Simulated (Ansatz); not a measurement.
C3H6O2 can be A, `COC(C)=O`, or B, `COCC=O`.

Isolated molecules relaxed with PBE0-D4/def2-TZVP in Ansatz; ΔE leaves out vibrations. CCSD(T)/CBS adds triple-zeta CCSD(T) − MP2 to the extrapolated MP2 energy (def2 sets, frozen cores). Functionals use def2-TZVPP. B3LYP here is the variant with VWN-RPA as its local correlation; programs differ in this. Each species was taken in one conformer, which may not be the lowest.

A:

```xyz
11

C     0.138    0.182    1.831
O     0.468   -0.279    0.525
C    -0.323    0.176   -0.458
C     0.107   -0.364   -1.787
O    -1.248    0.919   -0.270
H     0.201    1.270    1.883
H    -0.874   -0.122    2.102
H     0.865   -0.273    2.500
H     1.137   -0.066   -1.993
H    -0.553    0.014   -2.563
H     0.082   -1.455   -1.771
```

B:

Z-matrix (Å, degrees):
```
C
O 1 1.406
H 1 1.089 2 107.4
H 1 1.098 2 111.1 3 119.3
H 1 1.098 2 112.1 3 -119.3
C 2 1.396 1 112.5 3 179.4
C 6 1.513 2 112.8 1 -76.4
H 6 1.096 2 107.3 1 166.1
H 6 1.099 2 112.7 1 47.8
O 7 1.198 6 124.0 2 164.0
H 7 1.113 6 114.1 2 -18.0
```

Question: Which isomer does CCSD(T)/CBS put lower? Give the gap. (Estimate.)

Answer: The calculation gave: A, by 30.5 kcal/mol.

Question: Give E(B) − E(A) in kcal/mol with MP2/def2-TZVPP, BLYP-D4, r2SCAN-D4, PBE0-D4, B3LYP, ωB97M-V, LDA (SPW92). (Best estimate.)

Answer: The calculation gave: MP2/def2-TZVPP 31.7, BLYP-D4 30.4, r2SCAN-D4 33.2, PBE0-D4 31.8, B3LYP 30.8, ωB97M-V 31.1, LDA (SPW92) 34.1. None reverses the order clearly.

Question: Does the order hold for the free energy at 298.15 K (harmonic terms from PBE0-D4)? (Best estimate.)

Answer: Ansatz gave: Yes: G(B) − G(A) = +30.4 kcal/mol, for one conformer each. Modes under 60 cm⁻¹, often nearly free rotors, make the harmonic entropy too high.

Largest T1 diagnostic: 0.014.

Leaving LDA and LC-ωPBE aside and taking each functional with its dispersion term where it has one, the values spread over 2.8 kcal/mol, from BLYP-D4 to r2SCAN-D4. LDA lies +2.4 kcal/mol from PBE without D4.
